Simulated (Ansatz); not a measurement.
This geometry of AlBH$_{5}$Si (8 atoms, charge -1, multiplicity 1) is a first-order saddle point.

Method: Ansatz, RKS PBE-D4/6-31G*.

```xyz
8
Properties=species:S:1:pos:R:3
B -0.916 1.256 -1.001
Si -0.546 0.463 0.768
Al 0.676 -1.610 0.793
H -0.811 0.740 -2.099
H -1.196 2.444 -1.011
H 0.539 1.512 0.268
H -0.020 -3.075 1.097
H 2.273 -1.730 1.186
```

Which two structures does it join? (They come from a converged band through this point; their orientation in space is the band's.)

No bond is made or broken.

Image 0:

```xyz
8
Properties=species:S:1:pos:R:3
B -1.044 1.173 -1.115
Si 0.225 0.680 0.240
Al 0.792 -1.516 0.852
H -1.634 0.310 -1.734
H -1.301 2.330 -1.397
H 0.952 1.785 0.999
H 0.126 -2.833 0.153
H 1.883 -1.928 2.002
```

Image 6:

```xyz
8
Properties=species:S:1:pos:R:3
B -0.764 1.379 -0.946
Si -0.828 0.169 0.610
Al 0.665 -1.710 0.781
H -0.330 1.088 -2.042
H -1.342 2.446 -0.835
H 0.260 1.377 -0.060
H 0.078 -3.148 1.328
H 2.262 -1.600 1.164
```

How far does it lie above each of them?

85.7 kJ/mol above the first and 33.5 kJ/mol above the second. This is the barrier of this one path; another mechanism may lie lower. Limits of this set-up: an anion without diffuse functions, the dipole of an ion depends on the origin.

The run took 92 s on 1 thread of Intel(R) Xeon(R) Platinum 8488C (Sapphire Rapids), on a shared host, peak memory 0.13 GiB.
